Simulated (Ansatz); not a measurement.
# Property card for Fe

Method: Ansatz, DFT PBEsol, scalar-relativistic, plane waves, PAW.

Plane waves to 420 eV, a k mesh through Γ of 20×20×20 on the computed 1-atom cell and Gaussian smearing (0.10 eV); collinear spin from starting moments 2.32 μB.

The structure is relaxed at this level of theory with its symmetry kept.

It takes space group Im-3m (No. 229, cubic). Conventional cell: a = 2.786 Å, b = 2.786 Å, c = 2.786 Å, α = 90.00°, β = 90.00°, γ = 90.00°. Fe (site symmetry m-3m) has 8 Fe at 2.41 Å as nearest neighbours.

| Property | Result |
| --- | --- |
| Volume per atom | 10.81 Å³ |
| Formation energy from the elements' standard states (uncorrected) | -0.001 eV/atom |
| Kohn–Sham band gap | none (metal) |
| Density of states at the Fermi level | 0.94 states/eV per cell |
| Löwdin character within 0.5 eV of the Fermi level | Fe 3d 91 %, unprojected 4 % |
| Bulk modulus | 225 GPa |
| Its pressure derivative | 5.3 |
| Bader charges (e) | Fe (1 in the cell) 0.00 |
| Total moment | 2.08 μB per cell |
| Site moments (μB; atoms counted from 1 over the whole cell) | Fe (atom 1) 2.11 |

Only this magnetic start was tried.